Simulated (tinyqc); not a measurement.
Pariser-Parr-Pople SCF with singles CI, for the molecule [CH2-]C=CO (SMILES; centres numbered as the heavy atoms are written), step by step. One step of it, computed by the program tinyqc.

Problem. Singles CI, singlets. Over the 3 single excitations with the smallest orbital gaps: A = (e_a - e_i) delta + 2 (ia|jb) - (ij|ab), with (pq|rs) = sum c_mp c_mq gamma_mn c_nr c_ns. f = 2/3 w |mu|^2 in atomic units, mu = sqrt2 sum c_ia sum_m c_mi c_ma R_m.

orbital energies (eV): -5.727128  -2.829706  0.585366  9.384925

coefficients:
```
         MO1        MO2        MO3        MO4
1C  0.330372  -0.615901   0.559437  -0.445590
2C  0.553493  -0.394873  -0.199568   0.705616
3C  0.659013   0.273058  -0.488669  -0.502339
4O  0.387559   0.624644   0.639066   0.226300
```

repulsion gamma_rs (eV):
```
           1C         2C         3C         4O
1C  11.000000   7.510969   5.225460   3.785541
2C   7.510969  11.000000   7.513972   5.594697
3C   5.225460   7.513972  11.000000   8.753303
4O   3.785541   5.594697   8.753303  22.380000
```

Centres (angstrom, eV; a flat drawing with bonds scaled to 1.40 angstrom):
```
centre          x          y  core charge z          W   gamma_rr
1C      -1.848000  -0.127000              1  10.700000  11.000000
2C      -0.559000   0.421000              1  10.700000  11.000000
3C       0.559000  -0.421000              1  10.700000  11.000000
4O       1.848000   0.127000              2  29.120000  22.380000
```

Give: singlet CI matrix; singlet excitation energies; oscillator strengths.

Solution.

singlet CI matrix (eV):
```
       3>4    2>4    1>4
3>4  4.425  0.097  0.065
2>4  0.097  6.446  0.084
1>4  0.065  0.084  8.534
```

singlet excitation energies (eV): 4.420  6.447  8.538

oscillator strengths: 0.708  0.028  0.163
